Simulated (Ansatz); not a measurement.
The input, for Ansatz 0.2.0:

```yaml
crystal:
  periodic: [false, false, false]
  atoms:
    - {symbol: Al, position_ang: [0.000000, 0.000000, -0.060044]}
    - {symbol: H, position_ang: [0.000000, 1.489971, 0.803662]}
    - {symbol: H, position_ang: [0.000000, -1.489971, 0.803662]}
basis:
  gaussian: {orbitals: aug-cc-pVTZ}
total_charge: 1
magnetization: {spin_polarized: false, initial_magnetization: 2}
correlation: {method: ccsd_t, electrons: outside_noble_gas}
```

```sh
$ ansatz run in.yaml --threads 1 --pin off --events-out ev --progress --plain --max-ram 2393MiB
```

The program prints:

```
548 factors; integrals over basis functions are off by at most 9.9e-4 eV
mean field evaluation 1: about -6602.6101 eV, gradient 4.8e0 eV
mean field evaluation 2: about -6602.6116 eV, gradient 4.8e0 eV
mean field evaluation 4: about -6602.9195 eV, gradient 2.4e-1 eV
mean field evaluation 8: about -6602.9202 eV, gradient 1.6e-6 eV
mean field evaluation 16: about -6603.0003 eV, gradient 6.2e-3 eV
mean field evaluation 32: about -6602.9202 eV, gradient 1.4e-4 eV
mean field evaluation 64: about -6600.5970 eV, gradient 3.1e-3 eV
mean field evaluation 96: about -6600.3781 eV, gradient 1.5e-1 eV
mean field -6603.00033105 eV, -242.6557864917 hartree, gradient 2.7e-6 eV, S^2 2.000000; 6 other end points of the search recorded, 0 dependent functions left out
mean field evaluation 128: about -6603.4152 eV, gradient 1.1e-3 eV
determinant -6603.00033105 eV, -242.6557864917 hartree, with singles and doubles -6604.97228112 eV, -242.7282543203 hartree
determinant -6602.92017991 eV, -242.6528409916 hartree, with singles and doubles -6605.05799400 eV, -242.7314042105 hartree
determinant -6600.59703362 eV, -242.5674669401 hartree, with singles and doubles -6602.69504477 eV, -242.6445674277 hartree
determinant -6600.37843626 eV, -242.5594336355 hartree, with singles and doubles -6602.74345952 eV, -242.6463466372 hartree
determinant -6600.02798186 eV, -242.5465546738 hartree, with singles and doubles -6602.42844975 eV, -242.6347702414 hartree
determinant -6603.00033105 eV, -242.6557864917 hartree, with singles and doubles -6604.95149625 eV, -242.7274904903 hartree
determinant -6602.92017991 eV, -242.6528409916 hartree, with singles and doubles -6604.97630767 eV, -242.7284022930 hartree
determinant -6603.00033105 eV, -242.6557864917 hartree, with singles and doubles -6604.95231568 eV, -242.7275206037 hartree
determinant -6602.92017991 eV, -242.6528409916 hartree, with singles and doubles -6604.97651556 eV, -242.7284099330 hartree
5 core orbitals not correlated: weight in the atoms' cores, before any rotation towards them, 1.000 or more for the frozen orbitals, at most 0.000 for the correlated occupied ones
reference -6602.92017991 eV, -242.6528409916 hartree; 3, 1 occupied and 88, 90 virtual orbitals, 548 factors
second order -1.35037674 eV of doubles, -0.24406706 eV of singles
cycle   1  -1.83088370 eV  change   -3.2e-1 eV  update   6.1e-2
cycle   2  -2.03620908 eV  change   -2.1e-1 eV  update   2.9e-2
cycle   3  -2.04710142 eV  change   -1.1e-2 eV  update   9.4e-3
cycle   4  -2.05628737 eV  change   -9.2e-3 eV  update   3.9e-3
cycle   5  -2.05612776 eV  change    1.6e-4 eV  update   1.5e-3
cycle   6  -2.05615047 eV  change   -2.3e-5 eV  update   5.0e-4
cycle   7  -2.05644800 eV  change   -3.0e-4 eV  update   2.2e-4
cycle   8  -2.05633219 eV  change    1.2e-4 eV  update   9.1e-5
cycle   9  -2.05632709 eV  change    5.1e-6 eV  update   3.3e-5
cycle  10  -2.05633486 eV  change   -7.8e-6 eV  update   1.2e-5
cycle  11  -2.05633584 eV  change   -9.8e-7 eV  update   4.6e-6
cycle  12  -2.05633344 eV  change    2.4e-6 eV  update   1.5e-6
perturbative correction -0.04672242 eV, -0.0017170171 hartree
WARN: these amplitudes may be one of several solutions (largest doubles amplitude 0.11, level shift 1.38 eV)
Total energy: -6605.02323577 eV, -242.7301268688 hartree
```

For the same geometry and basis full CI lies 15.3 meV lower.

Ran on 1 thread of Arm Neoverse V2, shared host: 20 s wall, 0.48 GiB peak host memory.
